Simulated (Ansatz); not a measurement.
**PH+ (doublet): the correlation ladder, def2-QZVPP**

One table from this session's results is given with a row withheld; the runs are named, their logs left out.

Program: Ansatz 0.2.0, Gaussian basis. Level of theory: def2-QZVPP, core rule «outside noble gas», up to 5 orbitals frozen. These are calculated values, not measurements.

To be run: UHF; ROHF; CCSD(T) on UHF.

## What is computed

The geometry is a PBE0/def2-TZVP stationary point (not a proven minimum).

2 atoms, charge 1, spin multiplicity 2.

Atoms are counted from 1 here; the program's logs count them from 0.

Bond lengths: P1–H2 1.434 Å.

As a file:

```xyz
2
HP
P     0.0000    0.0000    0.0000
H     0.0000    0.0000    1.4342
```

The first run:

Contents of in.yaml:

```yaml
crystal:
  periodic: [false, false, false]
  atoms:
    - {symbol: P, position_ang: [0.000000, 0.000000, 0.000000]}
    - {symbol: H, position_ang: [0.000000, 0.000000, 1.434200]}
basis:
  gaussian: {orbitals: "def2-QZVPP.json"}
total_charge: 1
magnetization: {spin_polarized: true, initial_magnetization: 1}
hamiltonian: {xc: hf}
output: {orbitals: {seedname: orbitals}}
```

Run with:

```console
$ ansatz run in.yaml --threads 1 --pin off --events-out ev --progress --plain --max-ram 3968MiB --backend cpu
```

Steps of the session up to this table: UHF; ROHF; CCSD(T) on UHF.

One table of the session follows, with a row left open; its other results are not shown here.

```
  method  from UCCSD(T) (meV)
    ROHF              +3537.6
     UHF                    ?
    UMP2               +758.7
   UCCSD                +96.4
UCCSD(T)                    0
```

**Question.** Estimate the row for UHF.

**Answer.** from UCCSD(T) (meV): +3379.2. In the column «from UCCSD(T) (meV)» it lies between UMP2 (+758.7) and ROHF (+3537.6).
